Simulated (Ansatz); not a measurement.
**Worked example: correlation energy of H2Ge–CH2, triplet**

Geometry: displaced at random from a stationary point.

```xyz
6

Ge    0.0550    0.0020    0.3033
C    -0.2021    0.0104   -1.6075
H    -0.7096    1.2359    0.9049
H    -0.6265   -1.3352    0.9231
H     0.7414   -0.0964   -2.3234
H    -0.9624   -0.0761   -2.2080
```

Basis cc-pVDZ; Ansatz 0.2.0. Correlated methods freeze the noble-gas cores and the filled d shells of p-block atoms, which leaves 12 electrons in 46 orbitals. Prefix R: restricted or restricted open-shell reference; prefix U: unrestricted. No spin–orbit coupling is included, and no scalar relativity.

Full CI isn't at hand for all of this; UCCSDT(Q) serves as the reference, and is uncertain by about the last step of the cluster series.

Runs differ by some tens of microhartree through their thresholds and, for an open shell, their frozen cores, so steps under 0.03 kcal/mol mean nothing.

| level | total energy (hartree) |
| --- | --- |
| UHF | -2115.423330 |
| UMP2 | -2115.621894 |
| UCCSD | -2115.660773 |
| UCCSD(T) | -2115.666501 |
| UCCSDT | -2115.667552 |
| UCCSDT(Q) | -2115.667839 |

Problem. What is the correlation energy at UCCSDT(Q), and what share of it do UMP2 and UCCSD(T) recover?

Solution. E(corr) = -2115.667839 − (-2115.423330) = -0.244509 hartree = -6.653 eV. UMP2: -0.198564 / -0.244509 = 81.21 %. UCCSD(T): -0.243171 / -0.244509 = 99.45 %.

Problem. By how many kcal/mol does UCCSD(T) miss UCCSDT(Q) (1 hartree = 627.509 kcal/mol), and which steps make up the rest?

Solution. -2115.666501 − (-2115.667839) = 0.001338 hartree = 0.84 kcal/mol. Steps: UCCSDT − UCCSD(T) = -0.66, UCCSDT(Q) − UCCSDT = -0.18 kcal/mol. Differences between like states or geometries often cancel part of this.
